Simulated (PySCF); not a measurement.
# Shieldings and the share of exact exchange

Molecule: SMILES C#[SiH], CH2Si.

Atoms are numbered as in `[CH:1]#[SiH:2]`. Each H is labelled by its parent atom.

GIAO shieldings (ppm, equivalent atoms averaged) in PySCF on the PBE0-D3(BJ)/def2-SVP geometry, basis pcSseg-2, gas phase, non-relativistic:

| functional | exact exchange (%) | σ(C1) | σ(Si2) |
| --- | --- | --- | --- |
| BLYP | 0 | -56.5 | 474.7 |
| BP86 | 0 | -46.1 | 477.6 |
| PBE | 0 | -44.8 | 478.3 |
| B3LYP | 20 | -80.7 | 494.6 |
| PBE0 | 25 | -72.8 | 503.5 |
| BHandHLYP | 50 | -146.5 | 548.6 |
| HF | 100 | -501.0 | 841.2 |

(1) Fit each shielding as a line in the percentage of exact exchange.

(2) What does the line predict for mPW1PW91 (25 %), and what does the run give?

Results:

(1) σ(C1) = -16.9 − 4.26 x (rms 48.6 ppm); σ(Si2) = 450.3 + 3.42 x (rms 40.4 ppm). The functionals also differ in their semilocal parts, which the line can't hold; Hartree–Fock has no correlation at all.

(2) σ(C1): -123.4 predicted, -75.8 computed; σ(Si2): 535.8 predicted, 503.3 computed ppm.
